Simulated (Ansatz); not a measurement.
# C₃H₃F₃: a ladder of functionals and wavefunction methods, part 2 of 2

Ansatz 0.2.0, Gaussian basis; functionals in def2-TZVPP, the program's frozen cores in correlated methods. The steps go on from the part before.

### 14 CAM-B3LYP-D4 (range-separated)

Input file in.yaml:

```yaml
crystal:
  periodic: [false, false, false]
  atoms:
    - {symbol: C, position_ang: [0.184916, -1.279462, 0.558044]}
    - {symbol: C, position_ang: [-0.498859, -0.194320, 0.244253]}
    - {symbol: C, position_ang: [0.092575, 0.961682, -0.490195]}
    - {symbol: F, position_ang: [-0.564192, 1.188525, -1.638611]}
    - {symbol: F, position_ang: [0.003264, 2.088009, 0.234548]}
    - {symbol: F, position_ang: [1.380536, 0.784578, -0.795397]}
    - {symbol: H, position_ang: [1.230018, -1.385433, 0.293460]}
    - {symbol: H, position_ang: [-0.283523, -2.096354, 1.092732]}
    - {symbol: H, position_ang: [-1.544726, -0.067225, 0.501155]}
basis:
  gaussian: {orbitals: def2-TZVPP}
hamiltonian: {xc: {name: CAM-B3LYP}, dispersion: d4}
output: {orbitals: {seedname: orbitals}}
```

On the command line:

```
> ansatz run in.yaml --threads 4 --pin off --events-out ev --progress --plain --max-ram 10444MiB
```

The log of the run, cut to the lines that bear on the results:

```text
Functional definition: CAM-B3LYP
  name "CAM-B3LYP"
  cite "Yanai, Tew & Handy, Chem. Phys. Lett. 393, 51 (2004) doi:10.1016/j.cplett.2004.06.011"
  cite "Iikura, Tsuneda, Yanai & Hirao, J. Chem. Phys. 115, 3540 (2001) doi:10.1063/1.1383587"
  cite "Becke, Phys. Rev. A 38, 3098 (1988) doi:10.1103/PhysRevA.38.3098"
  cite "Lee, Yang & Parr, Phys. Rev. B 37, 785 (1988) doi:10.1103/PhysRevB.37.785"
  cite "Vosko, Wilk & Nusair, Can. J. Phys. 58, 1200 (1980) doi:10.1139/p80-159"
[...]
  # Exact exchange under (alpha + beta erf(omega r))/r, Becke's under what is left of 1/r.
[...]
1185 factors; their error is unknown
261 factors; integrals over basis functions are off by at most 1.2e-5 eV
[...]
mean field -11311.58161877 eV, -415.6929572245 hartree, gradient 4.7e-5 eV, S^2 0.000000; 0 other end points of the search recorded, 0 dependent functions left out
reference -11311.58172136 eV, -415.6929609944 hartree; 24, 24 occupied and 204, 204 virtual orbitals, 1185 factors
Total energy: -11311.70631736 eV, -415.6975398129 hartree
```

It took 2.5 s on 4 threads of Arm Neoverse V1, shared host; peak memory 0.54 GiB.

With the free atoms at this level, -11272.263 eV in sum, the atomisation energy is 3805.7 kJ/mol. HOMO -10.19 eV, LUMO 0.35 eV.

### 15 LC-ωPBE (range-separated)

in.yaml, as its differences from that of step 14:

```diff
@@ -14,3 +14,3 @@
   gaussian: {orbitals: def2-TZVPP}
-hamiltonian: {xc: {name: CAM-B3LYP}, dispersion: d4}
+hamiltonian: {xc: {name: LC-wPBE}}
 output: {orbitals: {seedname: orbitals}}
```

Same command.

The log of the run, cut to the lines that bear on the results:

```text
Functional definition: LC-wPBE
  name "LC-wPBE"
  cite "Vydrov & Scuseria, J. Chem. Phys. 125, 234109 (2006) doi:10.1063/1.2409292"
  cite "Heyd & Scuseria, J. Chem. Phys. 120, 7274 (2004) doi:10.1063/1.1668634"
  cite "Ernzerhof & Perdew, J. Chem. Phys. 109, 3313 (1998) doi:10.1063/1.476928"
  cite "Perdew, Burke & Ernzerhof, Phys. Rev. Lett. 77, 3865 (1996) doi:10.1103/PhysRevLett.77.3865"
  parent pbe
[...]
1185 factors; their error is unknown
333 factors; integrals over basis functions are off by at most 1.7e-5 eV
[...]
mean field -11308.46087344 eV, -415.5782719488 hartree, gradient 5.0e-5 eV, S^2 0.000000; 0 other end points of the search recorded, 0 dependent functions left out
reference -11308.46087344 eV, -415.5782719490 hartree; 24, 24 occupied and 204, 204 virtual orbitals, 1185 factors
Total energy: -11308.46087344 eV, -415.5782719490 hartree
```

Run time: 2 s. Hardware: 4 threads of Arm Neoverse V1, shared host; peak memory 0.42 GiB.

With the free atoms at this level, -11269.027 eV in sum, the atomisation energy is 3804.8 kJ/mol. HOMO -11.63 eV, LUMO 1.57 eV.

### 16 ωB97X-V (range-separated)

in.yaml, as its differences from that of step 15:

```diff
@@ -14,3 +14,3 @@
   gaussian: {orbitals: def2-TZVPP}
-hamiltonian: {xc: {name: LC-wPBE}}
+hamiltonian: {xc: {name: wB97X-V}}
 output: {orbitals: {seedname: orbitals}}
```

The command is unchanged.

The log of the run, cut to the lines that bear on the results:

```text
Functional definition: wB97X-V
  name "wB97X-V"
  cite "Mardirossian & Head-Gordon, Phys. Chem. Chem. Phys. 16, 9904 (2014) doi:10.1039/C3CP54374A"
  cite "Becke, J. Chem. Phys. 107, 8554 (1997) doi:10.1063/1.475007"
  cite "Vydrov & Van Voorhis, J. Chem. Phys. 133, 244103 (2010) doi:10.1063/1.3521275"
[...]
      + integral(e_c_pw_opposite_spin*poly(b97_u_opposite, cos0, cos1)) + vv10(b, c)
1185 factors; their error is unknown
261 factors; integrals over basis functions are off by at most 8.7e-6 eV
[...]
mean field -11311.40798512 eV, -415.6865763056 hartree, gradient 3.0e-5 eV, S^2 0.000000; 0 other end points of the search recorded, 0 dependent functions left out
reference -11311.40798363 eV, -415.6865762508 hartree; 24, 24 occupied and 204, 204 virtual orbitals, 1185 factors
Total energy: -11311.40798363 eV, -415.6865762508 hartree
```

It took 6 s on 4 threads of Arm Neoverse V1, shared host; peak memory 0.59 GiB.

With the free atoms at this level, -11272.145 eV in sum, the atomisation energy is 3788.3 kJ/mol. HOMO -11.19 eV, LUMO 1.51 eV.

### 17 ωB97M-V (range-separated)

in.yaml, as its differences from that of step 16:

```diff
@@ -14,3 +14,3 @@
   gaussian: {orbitals: def2-TZVPP}
-hamiltonian: {xc: {name: wB97X-V}}
-output: {orbitals: {seedname: orbitals}}
+hamiltonian: {xc: {name: wB97M-V}}
+output: {forces: true, orbitals: {seedname: orbitals}}
```

The command is unchanged.

The log of the run, cut to the lines that bear on the results:

```text
Functional definition: wB97M-V
  name "wB97M-V"
  cite "Mardirossian & Head-Gordon, J. Chem. Phys. 144, 214110 (2016) doi:10.1063/1.4952647"
  cite "Becke, J. Chem. Phys. 107, 8554 (1997) doi:10.1063/1.475007"
  cite "Vydrov & Van Voorhis, J. Chem. Phys. 133, 244103 (2010) doi:10.1063/1.3521275"
  # Of w^i u^j: cxij and so on, Table III.
[...]
  gx(w, u) = 1 - cx + cx01*u + cx10*w
  gss(w, u) = css00 + css04*u^4 + css10*w + css20*w^2 + css43*w^4*u^3
  gos(w, u) = cos00 + cos10*w + (cos20 + cos21*u)*w^2 + (cos60 + cos61*u)*w^6
[...]
      + integral(e_c_pw_mod_opposite_spin*gos(b97_w_opposite, b97_u_opposite)) + vv10(b, c)
1185 factors; their error is unknown
261 factors; integrals over basis functions are off by at most 8.7e-6 eV
[...]
Total energy: -11311.86580301 eV, -415.7034008027 hartree
Atom 0 at     0.184916    -1.279462     0.558044 Å, force     0.032119    -0.022228     0.007326 eV/Å
Atom 1 at    -0.498859    -0.194320     0.244253 Å, force    -0.119861    -0.133782     0.101785 eV/Å
Atom 2 at     0.092575     0.961682    -0.490195 Å, force    -0.071148    -0.106281     0.074847 eV/Å
Atom 3 at    -0.564192     1.188525    -1.638611 Å, force    -0.104221     0.035884    -0.191305 eV/Å
Atom 4 at     0.003264     2.088009     0.234548 Å, force    -0.009204     0.184310     0.118359 eV/Å
Atom 5 at     1.380536     0.784578    -0.795397 Å, force     0.239335    -0.036453    -0.054646 eV/Å
Atom 6 at     1.230018    -1.385433     0.293460 Å, force    -0.084440     0.017003     0.012827 eV/Å
Atom 7 at    -0.283523    -2.096354     1.092732 Å, force     0.031777     0.074863    -0.046309 eV/Å
Atom 8 at    -1.544726    -0.067225     0.501155 Å, force     0.085643    -0.013315    -0.022884 eV/Å
Dipole moment:    -0.120278    -0.419838     0.238389 e Å
```

Wall time 8 s (4 threads of Arm Neoverse V1, shared host); peak memory 0.7 GiB.

Atomisation energy: 3796.7 kJ/mol (free atoms -11272.516 eV, run apart). HOMO -11.10 eV, LUMO 1.38 eV.

### 18 B2PLYP (double hybrid)

in.yaml, as its differences from that of step 17:

```diff
@@ -14,3 +14,2 @@
   gaussian: {orbitals: def2-TZVPP}
-hamiltonian: {xc: {name: wB97M-V}}
-output: {forces: true, orbitals: {seedname: orbitals}}
+hamiltonian: {xc: {name: B2PLYP}}
```

Launched as before.

The log of the run, cut to the lines that bear on the results:

```text
Functional definition: B2PLYP
  name "B2PLYP"
  cite "Grimme, J. Chem. Phys. 124, 034108 (2006) doi:10.1063/1.2148954"
  cite "Becke, Phys. Rev. A 38, 3098 (1988) doi:10.1103/PhysRevA.38.3098"
  cite "Lee, Yang & Parr, Phys. Rev. B 37, 785 (1988) doi:10.1103/PhysRevB.37.785"
[...]
1447 factors; integrals over basis functions are off by at most 1.1e-3 eV
[...]
mean field -11297.24703853 eV, -415.1661711168 hartree, gradient 3.0e-6 eV, S^2 0.000000; 0 other end points of the search recorded, 0 dependent functions left out
6 core orbitals not correlated: weight in the atoms' cores, before any rotation towards them, 1.000 or more for the frozen orbitals, at most 0.000 for the correlated occupied ones
reference -11297.24717094 eV, -415.1661759830 hartree; 18, 18 occupied and 204, 204 virtual orbitals, 1447 factors
second order -39.54815020 eV of doubles, -0.00000000 eV of singles
Total energy: -11307.92517150 eV, -415.5585852655 hartree
```

Run time: 4.1 s. Hardware: 4 threads of Arm Neoverse V1, shared host; peak memory 0.57 GiB.

With the free atoms at this level, -11269.124 eV in sum, the atomisation energy is 3743.8 kJ/mol.

### 19 PBE-QIDH (double hybrid)

in.yaml, as its differences from that of step 18:

```diff
@@ -14,2 +14,2 @@
   gaussian: {orbitals: def2-TZVPP}
-hamiltonian: {xc: {name: B2PLYP}}
+hamiltonian: {xc: {name: PBE-QIDH}}
```

Launched as before.

The log of the run, cut to the lines that bear on the results:

```text
Functional definition: PBE-QIDH
  name "PBE-QIDH"
  cite "Brémond, Sancho-García, Pérez-Jiménez & Adamo, J. Chem. Phys. 141, 031101 (2014) doi:10.1063/1.4890314"
  cite "Perdew, Burke & Ernzerhof, Phys. Rev. Lett. 77, 3865 (1996) doi:10.1103/PhysRevLett.77.3865"
[...]
1447 factors; integrals over basis functions are off by at most 1.1e-3 eV
[...]
mean field -11289.68224667 eV, -414.8881701438 hartree, gradient 2.6e-6 eV, S^2 0.000000; 0 other end points of the search recorded, 0 dependent functions left out
6 core orbitals not correlated: weight in the atoms' cores, before any rotation towards them, 1.000 or more for the frozen orbitals, at most 0.000 for the correlated occupied ones
reference -11289.68225556 eV, -414.8881704704 hartree; 18, 18 occupied and 204, 204 virtual orbitals, 1447 factors
second order -36.92293396 eV of doubles, -0.00000000 eV of singles
Total energy: -11301.98990021 eV, -415.3404680690 hartree
```

Wall time 4.4 s (4 threads of Arm Neoverse V1, shared host); peak memory 0.57 GiB.

Atomisation energy: 3767.9 kJ/mol (free atoms -11262.939 eV, run apart).

### 20 Frontier levels by functional

Dipoles come from the runs that computed forces. Levels, from each run's orbital file:

```tsv
functional	HOMO (eV)	LUMO (eV)	gap (eV)	dipole (D)
LDA (SPW92)	-7.78	-2.12	5.66	
PBE-D4	-7.55	-1.84	5.71	2.19
revPBE-D4	-7.47	-1.73	5.73	
BLYP-D4	-7.39	-1.72	5.68	
r2SCAN-D4	-7.81	-1.63	6.18	2.30
B97M-V	-7.79	-1.54	6.25	
PBE0-D4	-8.79	-0.81	7.99	
B3LYP-D4	-8.55	-1.06	7.49	2.38
r2SCANh-D4	-8.27	-1.25	7.02	
r2SCAN0-D4	-8.97	-0.69	8.28	
HSE06-D4	-8.38	-1.19	7.19	
BHLYP-D4	-9.85	0.32	10.17	
CAM-B3LYP-D4	-10.19	0.35	10.53	
LC-ωPBE	-11.63	1.57	13.21	
ωB97X-V	-11.19	1.51	12.70	
ωB97M-V	-11.10	1.38	12.48	2.39
```

### 21 CCSD(T) in def2-SVP

in.yaml, as its differences from that of step 19:

```diff
@@ -13,3 +13,3 @@
 basis:
-  gaussian: {orbitals: def2-TZVPP}
-hamiltonian: {xc: {name: PBE-QIDH}}
+  gaussian: {orbitals: def2-SVP}
+correlation: {method: ccsd_t}
```

Launched as before.

The log of the run, cut to the lines that bear on the results:

```text
Functional definition: HF
  name "HF"
  cite "Fock, Z. Phys. 61, 126 (1930) doi:10.1007/BF01340294"
  parent pbe
[...]
982 factors; integrals over basis functions are off by at most 1.4e-3 eV
[...]
mean field -11247.32416327 eV, -413.3315392902 hartree, gradient 1.8e-6 eV, S^2 0.000000; 0 other end points of the search recorded, 0 dependent functions left out
6 core orbitals not correlated: weight in the atoms' cores, before any rotation towards them, 1.000 or more for the frozen orbitals, at most 0.000 for the correlated occupied ones
reference -11247.32416327 eV, -413.3315392902 hartree; 18, 18 occupied and 75, 75 virtual orbitals, 982 factors
second order -25.57844874 eV of doubles, -0.00000000 eV of singles
cycle   1  -25.77456895 eV  change   -2.0e-1 eV  update   1.1e-1
[...]
cycle   9  -26.47833202 eV  change   -6.0e-7 eV  update   1.7e-5
perturbative correction -0.65240932 eV, -0.0239756003 hartree
Total energy: -11274.45490462 eV, -414.3285756447 hartree
```

Run time: 5.5 s. Hardware: 4 threads of Arm Neoverse V1, shared host; peak memory 0.49 GiB.

### 22 CCSD(T) in def2-TZVPP

in.yaml, as its differences from that of step 21:

```diff
@@ -13,3 +13,4 @@
 basis:
-  gaussian: {orbitals: def2-SVP}
+  gaussian: {orbitals: def2-TZVPP}
 correlation: {method: ccsd_t}
+output: {orbitals: {seedname: orbitals}}
```

The command is unchanged.

The log of the run, cut to the lines that bear on the results:

```text
Functional definition: HF
  name "HF"
  cite "Fock, Z. Phys. 61, 126 (1930) doi:10.1007/BF01340294"
  parent pbe
[...]
1447 factors; integrals over basis functions are off by at most 1.1e-3 eV
[...]
mean field -11261.06795571 eV, -413.8366143463 hartree, gradient 2.5e-6 eV, S^2 0.000000; 0 other end points of the search recorded, 0 dependent functions left out
6 core orbitals not correlated: weight in the atoms' cores, before any rotation towards them, 1.000 or more for the frozen orbitals, at most 0.000 for the correlated occupied ones
reference -11261.06795571 eV, -413.8366143463 hartree; 18, 18 occupied and 204, 204 virtual orbitals, 1447 factors
second order -33.13597685 eV of doubles, -0.00000000 eV of singles
cycle   1  -32.86986085 eV  change    2.7e-1 eV  update   1.1e-1
[...]
cycle   9  -33.70845768 eV  change   -6.9e-6 eV  update   2.4e-5
perturbative correction -1.20225721 eV, -0.0441821377 hartree
Total energy: -11295.97867060 eV, -415.1195594554 hartree
```

Wall time 2.4 min (4 threads of Arm Neoverse V1, shared host); peak memory 4.5 GiB.

### 23 MP2 in def2-QZVPP

in.yaml, as its differences from that of step 22:

```diff
@@ -13,4 +13,3 @@
 basis:
-  gaussian: {orbitals: def2-TZVPP}
-correlation: {method: ccsd_t}
-output: {orbitals: {seedname: orbitals}}
+  gaussian: {orbitals: "def2-QZVPP.json"}
+correlation: {method: mp2}
```

Launched as before.

The log of the run:

```text
Functional definition: HF
  name "HF"
  cite "Fock, Z. Phys. 61, 126 (1930) doi:10.1007/BF01340294"
  parent pbe
  exchange = exact_x
  correlation = 0
2675 factors; integrals over basis functions are off by at most 8.9e-4 eV
mean field evaluation 1: about -11257.2705 eV, gradient 4.6e1 eV
mean field evaluation 2: about -11257.4316 eV, gradient 4.6e1 eV
mean field evaluation 4: about -11261.4969 eV, gradient 4.2e0 eV
mean field evaluation 8: about -11261.5521 eV, gradient 2.3e-1 eV
mean field -11261.55240357 eV, -413.8544174770 hartree, gradient 7.8e-7 eV, S^2 0.000000; 0 other end points of the search recorded, 0 dependent functions left out
6 core orbitals not correlated: weight in the atoms' cores, before any rotation towards them, 1.000 or more for the frozen orbitals, at most 0.000 for the correlated occupied ones
reference -11261.55240357 eV, -413.8544174770 hartree; 18, 18 occupied and 408, 408 virtual orbitals, 2675 factors
second order -35.95990307 eV of doubles, -0.00000000 eV of singles
Total energy: -11297.51230665 eV, -415.1759195404 hartree
```

Run time: 16 s. Hardware: 4 threads of Arm Neoverse V1, shared host; peak memory 2.4 GiB.

The pieces so far (eV):

```tsv
basis	HF	MP2 correlation	CCSD correlation	(T)	total
def2-SVP	-11247.3242	-25.5784	-26.4783	-0.6524	-11274.4549
def2-TZVPP	-11261.0680	-33.1360	-33.7085	-1.2023	-11295.9787
def2-QZVPP	-11261.5524	-35.9599			-11297.5123 (MP2)
```

The report of the def2-TZVPP run gives T1 = 0.0119.

### 24 From triple and quadruple zeta to the limit

This step is arithmetic on the last runs, with X = 3 and 4: exp(−7.88√X) for Hartree-Fock, X^−2.97 for correlation; only MP2 was run in the larger set, so CCSD(T) minus MP2 is added from the smaller one.

```tsv
level	energy at the limit (eV)
HF	-11261.6191
MP2	-11299.6708
CCSD	-11300.2433
CCSD(T)	-11301.4456
```

### 25 RPA on PBE orbitals

in.yaml, as its differences from that of step 23:

```diff
@@ -13,3 +13,4 @@
 basis:
-  gaussian: {orbitals: "def2-QZVPP.json"}
-correlation: {method: mp2}
+  gaussian: {orbitals: def2-TZVPP}
+hamiltonian: {xc: pbe}
+correlation: {method: rpa}
```

Launched as before.

The log of the run, cut to the lines that bear on the results:

```text
Functional definition: PBE
  name "PBE"
  cite "Perdew, Burke & Ernzerhof, Phys. Rev. Lett. 77, 3865 (1996) doi:10.1103/PhysRevLett.77.3865"
  parent pbe
[...]
1447 factors; integrals over basis functions are off by at most 1.1e-3 eV
[...]
mean field -11303.25084456 eV, -415.3868069188 hartree, gradient 3.9e-6 eV, S^2 0.000000; 0 other end points of the search recorded, 0 dependent functions left out
6 core orbitals not correlated: weight in the atoms' cores, before any rotation towards them, 1.000 or more for the frozen orbitals, at most 0.000 for the correlated occupied ones
reference -11259.12460118 eV, -413.7651973844 hartree; 18, 18 occupied and 204, 204 virtual orbitals, 1447 factors
Total energy: -11310.01543762 eV, -415.6354011289 hartree
```

It took 4.2 s on 4 threads of Arm Neoverse V1, shared host; peak memory 0.51 GiB.

RPA correlation: -50.891 eV. No RPA run of the hydrogen atom was made, so RPA has no atomisation energy below.

### 26 The ladder

Atomisation energy = energies of 3 C, 3 F, 3 H (separate runs, same level) minus the molecule's; electronic only, no spin-orbit term.

Differences are taken before rounding.

```tsv
method	rung	atoms, summed (eV)	atomisation energy (kJ/mol)	from CCSD(T)/CBS (kJ/mol)	time
LDA (SPW92)	LDA	-11187.826	4490.9	+714.1	0.95 s
PBE-D4	GGA	-11262.633	3933.7	+156.9	1.9 s
revPBE-D4	GGA	-11272.419	3800.0	+23.2	1.6 s
BLYP-D4	GGA	-11274.083	3796.0	+19.2	1.6 s
r2SCAN-D4	meta-GGA	-11270.451	3806.5	+29.7	3.7 s
B97M-V	meta-GGA	-11272.952	3785.8	+9.0	7 s
PBE0-D4	hybrid	-11264.092	3812.8	+36.0	2.1 s
B3LYP-D4	hybrid	-11276.272	3767.5	-9.3	3.3 s
r2SCANh-D4	hybrid	-11270.262	3766.8	-10.0	3.8 s
r2SCAN0-D4	hybrid	-11269.993	3709.8	-67.0	3.7 s
HSE06-D4	hybrid	-11263.543	3816.8	+40.0	2.3 s
BHLYP-D4	hybrid	-11272.939	3602.9	-173.9	2.2 s
CAM-B3LYP-D4	range-separated	-11272.263	3805.7	+28.9	2.5 s
LC-ωPBE	range-separated	-11269.027	3804.8	+28.0	2 s
ωB97X-V	range-separated	-11272.145	3788.3	+11.5	6 s
ωB97M-V	range-separated	-11272.516	3796.7	+19.9	8 s
B2PLYP	double hybrid	-11269.124	3743.8	-33.0	4.1 s
PBE-QIDH	double hybrid	-11262.939	3767.9	-8.9	4.4 s
HF/def2-TZVPP	wavefunction	-11233.194	2689.4	-1087.4	
MP2/def2-TZVPP	wavefunction	-11254.737	3808.0	+31.2	
CCSD/def2-TZVPP	wavefunction	-11257.386	3607.7	-169.1	
CCSD(T)/def2-SVP	wavefunction	-11236.893	3624.2	-152.6	5.5 s
CCSD(T)/def2-TZVPP	wavefunction	-11257.832	3680.6	-96.2	2.4 min
MP2/CBS	wavefunction	-11259.207	3904.1	+127.4	
CCSD(T)/CBS	wavefunction	-11262.302	3776.8	0	2.6 min
```

Among the levels timed on like hardware and quicker than the yardstick, those that no quicker one beats, quickest first: LDA (SPW92) (0.95 s, +714.1 kJ/mol); BLYP-D4 (1.6 s, +19.2 kJ/mol); B3LYP-D4 (3.3 s, -9.3 kJ/mol); PBE-QIDH (4.4 s, -8.9 kJ/mol).

LDA (SPW92), LC-ωPBE, B2PLYP, PBE-QIDH carry no dispersion term (for B3LYP, D4 adds 23.4 kJ/mol).

Times are those of the molecule's run; HF, MP2 and CCSD come out of the CCSD(T) runs, and the limit's time is the sum of the runs that it needs.

### 27 Against the measured enthalpy of formation

The vibrations of an earlier PBE0-D4 run give H(298) − E = 168.4 kJ/mol for the molecule; each atom carries 5/2 RT. With the gaseous atoms' enthalpies of formation (C 716.873, F 79.374, H 217.998 kJ/mol, Active Thermochemical Tables 1.112), ΔfH = Σ atoms − (atomisation energy − 112.6 kJ/mol). Measured: -614.2 kJ/mol (298.15 K; CRC Handbook of Chemistry and Physics).

```tsv
method	ΔfH(298) (kJ/mol)	from the measured (kJ/mol)
LDA (SPW92)	-1335.5	-721.3
PBE-D4	-778.3	-164.1
revPBE-D4	-644.6	-30.4
BLYP-D4	-640.7	-26.5
r2SCAN-D4	-651.1	-36.9
B97M-V	-630.4	-16.2
PBE0-D4	-657.4	-43.2
B3LYP-D4	-612.1	+2.1
r2SCANh-D4	-611.4	+2.8
r2SCAN0-D4	-554.4	+59.8
HSE06-D4	-661.4	-47.2
BHLYP-D4	-447.5	+166.7
CAM-B3LYP-D4	-650.3	-36.1
ωB97X-V	-632.9	-18.7
ωB97M-V	-641.3	-27.1
B2PLYP	-588.4	+25.8
PBE-QIDH	-612.5	+1.7
LC-ωPBE	-649.4	-35.2
HF/def2-TZVPP	+465.9	+1080.1
MP2/def2-TZVPP	-652.6	-38.4
CCSD/def2-TZVPP	-452.3	+161.9
CCSD(T)/def2-SVP	-468.8	+145.4
CCSD(T)/def2-TZVPP	-525.2	+89.0
MP2/CBS	-748.8	-134.6
CCSD(T)/CBS	-621.4	-7.2
```

### 28 Outcome

What follows sums up all 2 parts.

```
                               quantity                                            value
        atomisation energy, CCSD(T)/CBS                                    3776.8 kJ/mol
 functionals within 18.9 kJ/mol (0.5 %)  B97M-V, B3LYP-D4, r2SCANh-D4, ωB97X-V, PBE-QIDH
                    farthest beyond LDA                         BHLYP-D4 (-173.9 kJ/mol)
                mean size of error, GGA                                      66.5 kJ/mol
           mean size of error, meta-GGA                                      19.4 kJ/mol
             mean size of error, hybrid                                      56.0 kJ/mol
    mean size of error, range-separated                                      22.1 kJ/mol
      mean size of error, double hybrid                                      21.0 kJ/mol
              gap, smallest and largest        5.66 eV (LDA (SPW92)), 13.21 eV (LC-ωPBE)
                          T1 diagnostic                                           0.0119
triples share of the correlation energy                                            3.4 %
```

In words: The LDA atomisation energy is off by 714.1 kJ/mol (19 %): it overbinds. PBE-D4 is off by +156.9 kJ/mol. Double hybrids carry the basis error of their MP2 part in triple zeta, and no dispersion term here, so their miss is partly the set-up's. Taken by rung, meta-GGA functionals do best (19.4 kJ/mol on average) and GGA ones worst beyond LDA (66.5 kJ/mol). The gap between the best rungs is small, so their order is not settled. The reference freezes the cores and leaves out relativity and excitations past (T), so misses under about 18.9 kJ/mol can't be ranked. Hartree-Fock recovers 71 % of the binding; the rest is correlation. CCSD(T) in def2-SVP is off by -152.6 kJ/mol, which most functionals beat. The gap grows from 5.7 to 13.2 eV across the functionals, mostly with the share of exact exchange. Against the measured enthalpy of formation, CCSD(T)/CBS is off by -7.2 kJ/mol and PBE-D4 by -164.1 kJ/mol. Left out at every level are anharmonicity, which would lower the calculated values a little, and the spin-orbit lowering of the C, F atoms, which would raise them a little; core-valence correlation, missing in the reference, would lower it.

For cost: PBE-QIDH gets within 8.9 kJ/mol in 4.4 s, where CCSD(T)/CBS took 2.6 min; the quickest level in the cost chart, LDA (SPW92), takes 0.95 s and misses by 714.1 kJ/mol.
